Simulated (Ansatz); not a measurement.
For wurtzite CdS, PBE-D3(BJ) (Ansatz, a first-principles code, plane waves, PAW) gives:

| Property | Value |
|---|---|
| lattice constant a | 4.143 Å |
| c axis length | 6.748 Å |

Problem. What does Hartree–Fock (PAW; Ansatz) give for the same quantities?

Solution. 
- lattice constant a: 4.280 Å (increases by 3.3 %)
- lattice parameter c: 6.940 Å (grows by 2.8 %)

For comparison: lattice constant a 4.136 Å (measured, temperature not stated, no zero-point or thermal correction; as tabulated in Biswas et al. (2022), arXiv:2106.08875); lattice parameter c 6.714 Å (measured, temperature not stated, not corrected to a static lattice; as tabulated in Biswas et al. (2022), arXiv:2106.08875).

Changes are worked out from the printed values.

Unless a cell is named, each level is at its own relaxed cell (PBE-D3(BJ) 25.08, Hartree–Fock 27.53 Å³/atom).

Ansatz's density-functional and Hartree–Fock values are scalar-relativistic unless marked +SOC, with PAW data made under PBE.
